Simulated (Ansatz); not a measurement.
Theory: Ansatz, DFT, LDA (PW92), plane waves (420 eV) with PAW, scalar-relativistic. The PAW files were generated under PBE, with cores re-solved for the functional.

An element in the fcc structure gives this curve. The cell is scaled uniformly from the relaxed one, with fractional coordinates and shape fixed. Energies are extrapolated to zero smearing, pressures are those at the given smearing. Magnetic state: spin not included.

| V (Å³/atom) | E − E₀ (meV/atom) | P (GPa) |
| --- | --- | --- |
| 13.904 | 75.5 | 14.41 |
| 14.536 | 31.0 | 8.53 |
| 15.167 | 7.2 | 3.82 |
| 15.799 | 0.0 | 0.06 |
| 16.431 | 6.1 | -2.96 |
| 17.063 | 22.8 | -5.37 |
| 17.695 | 48.1 | -7.28 |

(1) Which element is it?
A. niobium
B. aluminium
C. gold
D. gallium

Answers

(1) B. Its fit is V₀ = 15.80 Å³/atom, B₀ = 84 GPa, B₀′ = 4.5.
